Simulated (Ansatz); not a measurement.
This Ansatz (an electronic-structure program) input (CCSD(T)/cc-pCVTZ) gives -342.35154 Eh with 87 basis functions. A basis named .json is the Basis Set Exchange file of that set (core-valence sets with the plain set on hydrogen).

Ansatz 0.2 input:
```yaml
crystal:
  periodic: [false, false, false]
  atoms:
    - {symbol: P, position_ang: [0.00516854, -0.00153424, 0.11648047]}
    - {symbol: H, position_ang: [-0.05009241, 1.03292111, -0.85964720]}
    - {symbol: H, position_ang: [-0.02743573, -1.00990756, -0.88755990]}
basis:
  gaussian:
    orbitals: cc-pCVTZ.json
magnetization: {spin_polarized: true, initial_magnetization: 1}
correlation: {method: ccsd_t, frozen_orbitals: {H: 0, P: 1}}
```

Change:
```diff
- correlation: {method: ccsd_t, frozen_orbitals: {H: 0, P: 1}}
+ correlation: {method: ccsd_t, electrons: outside_noble_gas}
```

Question: What does the run give now?

Answer: -342.05910 Eh (CCSD(T)/cc-pCVTZ, 87 functions), a change of +292.44 mEh.
